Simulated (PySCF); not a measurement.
# A diatomic session: SiO

What are the lowest state that PBE0 finds, the bond length, vibrational wavenumber and bond energy of SiO, and how much do these hang on the method?

Computed with PySCF 2.14.0. Level: Si aug-cc-pV(D+d)Z, O aug-cc-pVDZ, no relativity.

## (1) Set-up

Settings of the job:

```yaml
atoms: Si, O
charge: 0
basis: Si aug-cc-pV(D+d)Z, O aug-cc-pVDZ
Hamiltonian: no relativity
basis_functions: 55
electrons_treated: 22
masses_in_u: 27.9769, 15.9949
levels: PBE0, PBE, r²SCAN, PBEsol, TPSSh, PW91, HF, MP2, SCS-MP2, CCSD, CCSD(T)
grid: 80 radial by 434 angular points
occupations: held fixed by the projection of orbital angular momentum
dissociation_limit: Si + O, each in its ground configuration
starting_distance_in_angstrom: 1.715
values_of_2S_to_try: 0, 2, 4
```

Started as:

```sh
$ OMP_NUM_THREADS=1 python dia.py task.json out
```

After this run come: PBE0 along the bond; Other states along the same grid; PBE (GGA); r²SCAN; PBEsol (GGA); TPSSh; PW91 (GGA); RHF (mean field); Adding correlation.

Before running it: what results should come out? Wanted: for each run, Re; ωe; De; μ.

The runs gave:

Lowest PBE0 solution found, without spin–orbit coupling: ¹Σ⁺ (singlet), closed shell. State 2 has its PBE0 minimum 3.79 eV higher. State 3 has its PBE0 minimum 6.90 eV higher. The other levels ran on the lowest alone.

```csv
level,Re (Å),ωe (cm⁻¹),De (eV),μ (D)
RHF,1.492,1351,4.50,-3.59
RHF-MP2,1.552,1123,8.09,n/a
RHF-SCS-MP2,1.547,1143,7.86,n/a
RHF-CCSD,1.532,1210,7.19,n/a
RHF-CCSD(T),1.544,1155,7.48,n/a
PBE,1.544,1151,8.27,-2.94
PBEsol,1.539,1164,8.65,-2.92
PW91,1.541,1155,8.33,-2.98
r²SCAN,1.529,1201,7.89,-2.96
TPSSh,1.530,1197,7.68,-2.99
PBE0,1.522,1227,7.66,-3.14
```

De is counted to Si + O in their ground configurations. A positive dipole means Si(−)O(+).

What this shows: The methods spread over 0.060 Å in bond length, from RHF to RHF-MP2. Among the levels with a De in the table, it runs from 4.50 eV (RHF) to 8.65 eV (PBEsol).

Correlated steps freeze 6 core orbitals. T1 is 0.028 near the minimum (highest on the curve 0.049), which may point to more than one leading configuration.
